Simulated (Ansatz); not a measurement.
System: hcp Dy. Method: PBE-D4 (Ansatz, a quantum-chemistry and plane-wave program, plane waves, PAW).

Run with plane-wave cutoff 500 eV, 24×24×14 k mesh (along the axes of the cell as run), Fermi–Dirac smearing 0.1 eV, spin-polarised with parallel moments, scalar-relativistic PAW data made under PBE.

Computed at the level's own relaxed cell.

**Question.** Predict the volume per atom, equilibrium lattice constant a, lattice parameter c and magnetic moment per atom (the cell's total over its atoms).

**Answer.** 
volume per atom: 32.27 Å³/atom
equilibrium lattice constant a: 3.588 Å
lattice parameter c: 5.789 Å
magnetic moment per atom (the cell's total over its atoms): 4.84 μB

Measured, for comparison: equilibrium volume per atom 31.56 Å³/atom (room temperature, no zero-point or thermal correction; as tabulated in Söderlind et al. (2014), doi:10.1088/0953-8984/26/41/416001); lattice constant a 3.592 Å, lattice parameter c 5.650 Å (293 K, no zero-point or thermal correction; as tabulated in Wikipedia's data pages). Computed (rounded) less measured: equilibrium volume per atom +2.2 %, lattice constant a -0.1 %, lattice parameter c +2.5 %.

Note: the 4f shell is treated without U or exact exchange, so its levels and filling can be wrong; the collinear magnetic order is the start's and need not be the measured one.

Moments are spin moments.

Spin–orbit coupling is not included.
